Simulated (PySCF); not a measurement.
## Deuteron quadrupole couplings in `FCC1=CC1`

C4H5F.
Z-matrix (Å and degrees, PBE0-D3(BJ)/def2-SVP geometry), rows numbered from 1:
```
F 
C   1  1.3658
C   2  1.4668  1  112.15
C   3  1.2972  2  152.24  1    -0.26
C   4  1.4989  3   64.38  2   179.94
H   2  1.1060  1  109.24  3   121.57
H   2  1.1061  1  109.21  3  -121.55
H   4  1.0857  3  149.51  5  -179.74
H   5  1.1027  3  119.63  4  -106.36
H   5  1.1027  3  119.63  4   106.45
```

Level: PBE0/pcSseg-1 (PySCF, non-relativistic); Q(2H) = 0.00286 b; rigid geometry, the same for H and D, with no vibrational averaging.

Question: Rank these positions by the coupling χzz of a deuteron there, largest first.
A. H6 (methylene hydrogen)
B. H8 (vinylic hydrogen)
C. H10 (methylene hydrogen)

Answer: B (217 kHz), C (194 kHz), A (181 kHz).

Q: Tabulate Vzz, the asymmetry η and χzz = 234.96 MHz × Q × Vzz for every hydrogen position.

A: 
```csv
atom,bonded to,bond length (Å),Vzz (au),η,χzz (kHz)
H6,C2,1.106,0.2689,0.08,181
H7,C2,1.106,0.2688,0.08,181
H8,C4,1.086,0.3226,0.01,217
H9,C5,1.103,0.2886,0.08,194
H10,C5,1.103,0.2885,0.08,194
```

Q: A static deuteron (I = 1) shows a doublet split by (3/2)χ, (3/4)χ(1 + η) and (3/4)χ(1 − η) with the field along z, y and x of the gradient. What are these for H6?

A: With |χ| = 180.7 kHz and η = 0.078: 271, 146 and 125 kHz, to first order and without motion.

Geometry: PBE0-D3(BJ)/def2-SVP, one conformer, isolated molecule. A larger basis could move these couplings by a tenth or more.
